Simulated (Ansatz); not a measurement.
**Zinc-blende HgTe**

These are LDA in Ansatz (PAW) values and carry that method's errors.

Numerical settings: plane-wave cutoff 520 eV, 10×10×10 k mesh, Fermi–Dirac smearing 0.01 eV, scalar-relativistic PAW data made under PBE.

Cell: relaxed at this level.

```yaml
volume_per_atom: 33.30 Å³/atom
bulk_modulus: 47.5 GPa
lattice_constant_a: 6.435 Å
band_gap: none
pressure derivative B′ of the bulk modulus: 5.1
```

Measured, for comparison: equilibrium volume per atom 33.70 Å³/atom, lattice constant a 6.46 Å (room temperature, no zero-point or thermal correction; as tabulated in Cava et al. (2013), arXiv:1302.1059); bulk modulus 42.3 GPa (temperature not stated, no zero-point or thermal correction; as tabulated in Toher et al. (2017), arXiv:1611.05714). Computed (rounded) less measured: equilibrium volume per atom -1.2 %, bulk modulus +12 %, lattice constant a -0.4 %. A static lattice is as a rule a little smaller and stiffer than an uncorrected measurement, which narrows the difference in the equilibrium volume per atom, lattice constant a and would widen misses of the other sign.

Spin–orbit coupling is not included; it can open a gap where bands touch, and shift volumes and moduli.

Static lattice: no zero-point or thermal effects.

It cost roughly 70 core-seconds of CPU time.

Ansatz is a first-principles code.
